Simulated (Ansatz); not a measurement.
**Ti₂O₃ (Pnma)**

These are results of DFT r2SCAN, scalar-relativistic, plane waves, PAW in Ansatz, not measurements.

Settings: cutoff 500 eV, Γ-centred mesh 6×12×6 on the computed 20-atom cell, Gaussian smearing of 0.02 eV; no spin polarisation.

The structure is relaxed at this level of theory with its symmetry kept. This form isn't the usual stable structure of the compound.

The structure is orthorhombic, space group Pnma (No. 62). The conventional cell has a = 7.814 Å, b = 2.831 Å, c = 8.134 Å, α = 90.00°, β = 90.00°, γ = 90.00°. Ti (site symmetry m) is surrounded by 7 O at 2.05 to 2.13 Å. Ti (site symmetry m) is surrounded by 7 O at 1.99 to 2.17 Å. O (site symmetry m) is surrounded by 5 Ti at 2.12 to 2.17 Å. O (site symmetry m) is surrounded by 5 Ti at 2.05 to 2.13 Å. O (site symmetry m) has 4 Ti at 1.99 to 2.12 Å as nearest neighbours.

| Property | Result |
| --- | --- |
| Volume per atom | 9.00 Å³ |
| Formation energy from the elements' standard states (uncorrected) | -3.170 eV/atom |
| Generalised Kohn–Sham band gap | 0.27 eV, indirect from (0.000, 0.297, 0.000) to (0.000, 0.221, 0.000) |
| Löwdin character of the top 1 eV of the valence band | Ti 3d 87 %, O 2p 10 % |
| Löwdin character of the lowest 1 eV of the conduction band | Ti 3d 87 %, O 2p 10 % |
| Electron masses at the edge by Cartesian direction of the standard setting (m_e; degenerate bands sorted by energy; no spin-orbit coupling) | x: 4.5; y: 0.35; z: 1.1 |
| Hole masses at the edge by Cartesian direction of the standard setting (m_e; degenerate bands sorted by energy; no spin-orbit coupling) | x: 1.5; y: 0.93; z: 2.5 |

A ferromagnetic start lost its moments in a first run, so spin was left out; other magnetic orders weren't tried.

Cost: 3 runs of about 45 core-minutes in all, on Intel Xeon Processor @ 2.50GHz (Skylake/Cascade Lake) (shared hosts).